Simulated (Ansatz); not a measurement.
The input, for Ansatz 0.2.0:

```yaml
crystal:
  periodic: [false, false, false]
  atoms:
    - {symbol: N, position_ang: [0.000000, 0.000000, 0.000000]}
    - {symbol: S, position_ang: [0.000000, 0.000000, 1.594600]}
basis:
  gaussian: {orbitals: 6-31G}
total_charge: 1
magnetization: {spin_polarized: false, initial_magnetization: 4}
correlation: {method: fic_nevpt4_sd, electrons: outside_noble_gas, active_space: {window: {electrons: 10, orbitals: 8}, shells: [{species: "N", l: s, shell: 2}, {species: "N", l: p, shell: 2}, {species: S, l: s, shell: 3}, {species: S, l: p, shell: 3}]}}
```

```sh
$ ansatz run in.yaml --threads 1 --pin off --events-out ev --progress --plain --max-ram 2393MiB
```

Task: Roughly how long does this take on 1 thread of Intel Xeon, shared host, and how much host memory?

Result: 5.5 s wall and 0.19 GiB.

```
457 factors; integrals over basis functions are off by at most 3.5e-8 eV
mean field evaluation 1: about -12279.5462 eV, gradient 1.6e1 eV
mean field evaluation 2: about -12279.7150 eV, gradient 1.6e1 eV
mean field evaluation 4: about -12281.6693 eV, gradient 3.4e0 eV
mean field evaluation 8: about -12282.0450 eV, gradient 5.2e-1 eV
mean field evaluation 16: about -12282.0561 eV, gradient 4.8e-5 eV
mean field evaluation 32: about -12280.7057 eV, gradient 1.6e1 eV
mean field evaluation 64: about -12282.0561 eV, gradient 2.1e-6 eV
mean field evaluation 96: about -12282.3548 eV, gradient 5.9e-1 eV
mean field -12282.36037940 eV, -451.3684186602 hartree, gradient 3.0e-6 eV, S^2 6.000000; 10 other end points of the search recorded, 0 dependent functions left out
reference -12282.36037940 eV, -451.3684186602 hartree; 13, 9 occupied and 9, 13 virtual orbitals, 457 factors
state -12283.21977250 eV, -451.4000007741 hartree
state -12283.21977250 eV, -451.4000007741 hartree; corrected -12284.73800032 eV, -451.4557946174 hartree
Total energy: -12284.73800032 eV, -451.4557946174 hartree
Checks for a lower state left out: starts, orbital_swaps
```

Natural occupations: 1.9984 1.9930 1.9589 1.0031 1.0031 0.9976 0.9976 0.0482.
